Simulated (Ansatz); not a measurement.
This Ansatz (a first-principles code) input (B3LYP/3-21G) gives -151.08147 Eh with 29 basis functions. A basis named .json is the Basis Set Exchange file of that set (core-valence sets with the plain set on hydrogen).

Ansatz 0.2 input:
```yaml
crystal:
  periodic: [false, false, false]
  atoms:
    - {symbol: C, position_ang: [0.24243516, -0.19849135, -1.22253028]}
    - {symbol: C, position_ang: [-0.03825523, -0.01277160, 0.02051421]}
    - {symbol: H, position_ang: [-0.23057535, -0.63963619, -2.07626433]}
    - {symbol: O, position_ang: [-0.12431303, 0.23840173, 1.16104509]}
basis:
  gaussian:
    orbitals: 3-21G.json
hamiltonian:
  xc: {name: B3LYP}
magnetization: {spin_polarized: true, initial_magnetization: 1}
```

Change:
```diff
- orbitals: 3-21G.json
+ orbitals: aug-cc-pVQZ
```

Question: What does the run give now?

Answer: -151.99928 Eh (B3LYP/aug-cc-pVQZ, 286 functions), a change of -917.81 mEh.
